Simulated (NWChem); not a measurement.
Everything below was run with NWChem. System: dimethyl ether (C2H6O), charge 0, spin multiplicity 1, at a geometry optimised with PBE0/def2-SVP. Level: B2PLYP/cc-pVDZ, 3 core orbitals frozen.

The NWChem input:

```
start mol
memory heap 200 mb stack 900 mb global 1100 mb
geometry units angstroms nocenter noautoz
  C     -1.161079     0.000000    -0.188064
  O      0.000000     0.000000     0.577790
  C      1.161079     0.000000    -0.188064
  H     -1.233042    -0.895231    -0.839514
  H     -1.233042     0.895231    -0.839514
  H     -2.021460     0.000000     0.496256
  H      1.233042    -0.895231    -0.839514
  H      2.021460     0.000000     0.496256
  H      1.233042     0.895231    -0.839514
  symmetry group C2v
end
basis spherical
  * library cc-pvdz
end
dft
  xc hfexch 0.53 becke88 0.47 lyp 0.73 mp2 0.27
  dftmp2
  semidirect memsize 60000000 filesize 0
  iterations 100
end
mp2
  freeze core 3
end
task dft energy
```

NWChem printed:

```
             Northwest Computational Chemistry Package (NWChem) 7.3.0
             --------------------------------------------------------

                                NWChem Input Module
                                -------------------

 Scaling coordinates for geometry "geometry" by  1.889725989
 (inverse scale =  0.529177249)

 Turning off AUTOSYM since
 SYMMETRY directive was detected!

                             Geometry "geometry" -> ""
                             -------------------------

 Output coordinates in angstroms (scale by  1.889725989 to convert to a.u.)

  No.       Tag          Charge          X              Y              Z
 ---- ---------------- ---------- -------------- -------------- --------------
    1 C                    6.0000    -1.16107900     0.00000000    -0.18806400
    2 O                    8.0000     0.00000000     0.00000000     0.57779000
    3 C                    6.0000     1.16107900     0.00000000    -0.18806400
    4 H                    1.0000    -1.23304200    -0.89523100    -0.83951400
    5 H                    1.0000    -1.23304200     0.89523100    -0.83951400
    6 H                    1.0000    -2.02146000     0.00000000     0.49625600
    7 H                    1.0000     1.23304200    -0.89523100    -0.83951400
    8 H                    1.0000     2.02146000     0.00000000     0.49625600
    9 H                    1.0000     1.23304200     0.89523100    -0.83951400

 Effective nuclear repulsion energy (a.u.)      84.3016847105

            Nuclear Dipole moment (a.u.)
            ----------------------------
        X                 Y               Z
 ---------------- ---------------- ----------------
     0.0000000000     0.0000000000     0.0000151178

      Symmetry information
      --------------------

 Group name             C2v
 Group number             16
 Group order               4
 No. of unique centers     4

      Symmetry unique atoms

     1    2    4    6


 Summary of "ao basis" -> "" (spherical)
 ------------------------------------------------------------------------------
       Tag                 Description            Shells   Functions and Types
[...]
          45.129962628800           0.000000000000           0.000000000000
           0.000000000000         200.433327320169           0.000000000000
           0.000000000000           0.000000000000         178.378433819616

     Multipole analysis of the density
     ---------------------------------

     L   x y z        total         alpha         beta         nuclear
     -   - - -        -----         -----         ----         -------
     0   0 0 0     -0.000000    -13.000000    -13.000000     26.000000

     1   1 0 0      0.000000      0.000000      0.000000      0.000000
     1   0 1 0      0.000000      0.000000      0.000000      0.000000
     1   0 0 1     -0.476872     -0.238443     -0.238443      0.000015

     2   2 0 0    -12.826588    -60.749581    -60.749581    108.672575
     2   1 1 0      0.000000      0.000000      0.000000      0.000000
     2   1 0 1      0.000000      0.000000      0.000000      0.000000
     2   0 2 0    -15.010449    -13.229202    -13.229202     11.447954
     2   0 1 1      0.000000      0.000000      0.000000      0.000000
     2   0 0 2    -15.604487    -19.241831    -19.241831     22.879174

                   NWChem MP2 Semi-direct Energy/Gradient Module
                   ---------------------------------------------

  Basis functions       =     72
  Molecular orbitals    =     72
  Frozen core           =      3
  Frozen virtuals       =      0
  Active alpha occupied =     10
  Active beta occupied  =     10
  Active alpha virtual  =     59
  Active beta virtual   =     59
  Use MO symmetry       = T
  Use skeleton AO sym   = T

  AO/Fock/Back tols     =   1.0D-09  1.0D-09  1.0D-09

 GA uses MA = F    GA memory limited = T

 Available:
  local mem=  4.43D+07
 global mem=  1.44D+08
 local disk=  0.00D+00
  mp2_memr nvloc                    59
  nvloc new                    59
   1 passes of  10:        3145728                      25620                   5280710.
   1 passes of  10: M     44316373           G      144168832           F      41170645.

 Semi-direct pass number   1 of   1  for RHF alpha+beta  at        3.0s
  vrange nnbf                  2628
  mp2_eaftype                    20  avail_ma_in_mb                   386
 EAF : mp2_eaftype filesize          20    2640355.
  mp2_eaf for mointskh                     20
Node 0 wrote     12.4 Mb in      0.0 s     Agg I/O rate:   394.0 Mb/s
 Done moints_semi at        7.2s
  mp2_eaftype                    20  avail_ma_in_mb                   386
 EAF : mp2_eaftype filesize          20    2640355.
  mp2_eaf for kh                    20
 Done maket at        7.3s
 Done multipass loop at        7.3s

          -------------------------------------------
          DFT energy                    -154.703966137321
          Unscaled MP2 energy             -0.579809635920
          Total DFT+MP2 energy          -154.860514739019
          -------------------------------------------

 -----------------------
 Performance information
 -----------------------

 Timer overhead =  2.44D-07 seconds/call

               Nr. of calls         CPU time (s)                 Wall time (s)                GFlops
             ---------------    -------------------     ------------------------------   -------------------
Name         Min   Avg   Max    Min     Avg     Max     Min     Avg     Max   Mx/calls   Min     Max     Sum
mp2: moin     1     1     1    4.2     4.2     4.2      4.2     4.2     4.2     4.2      0.0     0.0     0.0
mp2: make     1     1     1   0.15    0.15    0.15     0.15    0.15    0.15    0.15      0.0     0.0     0.0
mp2: tota     1     1     1    4.4     4.4     4.4      4.4     4.4     4.4     4.4      0.0     0.0     0.0

 The average no. of pstat calls per process was 3.00D+00
 with a timing overhead of 7.31D-07s

 Task  times  cpu:        7.3s     wall:        7.3s

 Total times  cpu:        7.4s     wall:        7.4s
```
